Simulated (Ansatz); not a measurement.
# wB97M-V/STO-3G run of [HF2]− (SMILES F[H-]F)

What is the vertical singlet–triplet gap of [HF2]− at wB97M-V/STO-3G? 

The results are computed with Ansatz 0.2.0.

1 further run of the same task is left out (set aside as unsound or not needed).

**1. The system as given**

The species is [HF2]− (3 atoms), meant as a singlet with charge -1. SMILES: `F[H-]F`. Geometry: relaxed at PBE0-D4/def2-TZVPD.

A long bond or contact: F1–H2 1.143 Å.

**2. The energy at wB97M-V/STO-3G**

Input file molecule.yaml:

```yaml
crystal:
  periodic: [false, false, false]
  atoms:
    - {symbol: F, position_ang: [-0.973200, 0.344400, -0.491000]}
    - {symbol: H, position_ang: [-0.000000, 0.000000, -0.000000]}
    - {symbol: F, position_ang: [0.973200, -0.344400, 0.491000]}
basis:
  gaussian:
    orbitals: STO-3G
accuracy: high
hamiltonian:
  xc: {name: wB97M-V}
total_charge: -1
```

The run is started by

```sh
ansatz run molecule.yaml --threads 1 --pin off --max-ram 2610MiB --events-out events.jsonl --progress --plain --runs-dir runs
```

The log of the run:

```text
Warning: RAYON_NUM_THREADS=1 ignored (pool sized by the plan → 1); use --threads N
Functional definition: wB97M-V
  name "wB97M-V"
  parameter omega = 0.3/bohr
  parameter cx = 0.15
  parameter cx01 = 1.007
  parameter cx10 = 0.259
  parameter css00 = 0.443
  parameter css04 = -1.437
  parameter css10 = -4.535
  parameter css20 = -3.390
  parameter css43 = 4.278
  parameter cos00 = 1.000
  parameter cos10 = 1.358
  parameter cos20 = 2.924
  parameter cos21 = -8.812
  parameter cos60 = -1.390
  parameter cos61 = 9.142
  parameter b = 6.0
  parameter c = 0.01
  gx(w, u) = 1 - cx + cx01*u + cx10*w
  gss(w, u) = css00 + css04*u^4 + css10*w + css20*w^2 + css43*w^4*u^3
  gos(w, u) = cos00 + cos10*w + (cos20 + cos21*u)*w^2 + (cos60 + cos61*u)*w^6
  exchange = spin_sum(e_x_unif_sr(omega)*gx(b97_w, b97_u_x)) + cx*exact_x_sr(omega) + exact_x_lr(omega)
  correlation = spin_sum(e_c_pw_mod_same_spin*gss(b97_w, b97_u_same))
      + integral(e_c_pw_mod_opposite_spin*gos(b97_w_opposite, b97_u_opposite)) + vv10(b, c)
160 factors; integrals over basis functions are off by at most 3.7e-8 eV
84 factors; integrals over basis functions are off by at most 4.9e-10 eV
mean field evaluation 1: about -5362.7853 eV, gradient 9.8e0 eV
mean field evaluation 2: about -5363.2047 eV, gradient 7.5e-1 eV
mean field evaluation 4: about -5363.2073 eV, gradient 1.7e-1 eV
mean field evaluation 8: about -5363.2074 eV, gradient 6.3e-6 eV
mean field -5363.20744263 eV, -197.0942382040 hartree, gradient 1.2e-8 eV, S^2 0.000000; 0 other end points of the search recorded, 0 dependent functions left out
reference -5363.20744387 eV, -197.0942382498 hartree; 10, 10 occupied and 1, 1 virtual orbitals, 160 factors
Total energy: -5363.20744387 eV, -197.0942382498 hartree
```

Run time: 5.7 s. Hardware: 1 thread of Arm Neoverse V1, shared host; peak memory 0.18 GiB.

**3. The triplet at the same level**

Input file run.yaml:

```yaml
crystal:
  periodic: [false, false, false]
  atoms:
    - {symbol: F, position_ang: [-0.973200, 0.344400, -0.491000]}
    - {symbol: H, position_ang: [-0.000000, 0.000000, -0.000000]}
    - {symbol: F, position_ang: [0.973200, -0.344400, 0.491000]}
basis:
  gaussian:
    orbitals: STO-3G
hamiltonian:
  xc: {name: wB97M-V}
accuracy: high
total_charge: -1
magnetization:
  spin_polarized: true
  initial_magnetization: 2
```

The run is started by

```sh
ansatz run run.yaml --threads 1 --pin off --max-ram 2610MiB --events-out events.jsonl --progress --plain --runs-dir runs
```

The log of the run, cut to the lines that bear on the results:

```text
Warning: RAYON_NUM_THREADS=1 ignored (pool sized by the plan → 1); use --threads N
[... 2 set-up lines as earlier in the session ...]
[...]
  gx(w, u) = 1 - cx + cx01*u + cx10*w
  gss(w, u) = css00 + css04*u^4 + css10*w + css20*w^2 + css43*w^4*u^3
  gos(w, u) = cos00 + cos10*w + (cos20 + cos21*u)*w^2 + (cos60 + cos61*u)*w^6
[...]
      + integral(e_c_pw_mod_opposite_spin*gos(b97_w_opposite, b97_u_opposite)) + vv10(b, c)
160 factors; integrals over basis functions are off by at most 3.7e-8 eV
84 factors; integrals over basis functions are off by at most 4.9e-10 eV
[...]
mean field -5349.92485281 eV, -196.6061120314 hartree, gradient 9.8e-9 eV, S^2 2.000000; 2 other end points of the search recorded, 0 dependent functions left out
reference -5349.92485411 eV, -196.6061120792 hartree; 11, 9 occupied and 0, 2 virtual orbitals, 160 factors
Total energy: -5349.92485411 eV, -196.6061120792 hartree
```

Run time: 10 s. Hardware: 1 thread of Arm Neoverse V1, shared host; peak memory 0.31 GiB.

**4. Results**

At wB97M-V/STO-3G:

```
                                        quantity          value
                           singlet: total energy  -197.09424 Eh
                           triplet: total energy  -196.60611 Eh
                                   triplet: ⟨S²⟩          2.000
vertical energy of the triplet above the singlet      13.283 eV
```

At this shape the triplet lies 13.28 eV (306 kcal/mol) above the singlet. For an anion a state so high probably lies above electron detachment. In a minimal basis such a difference can be off by several eV, whatever the method.
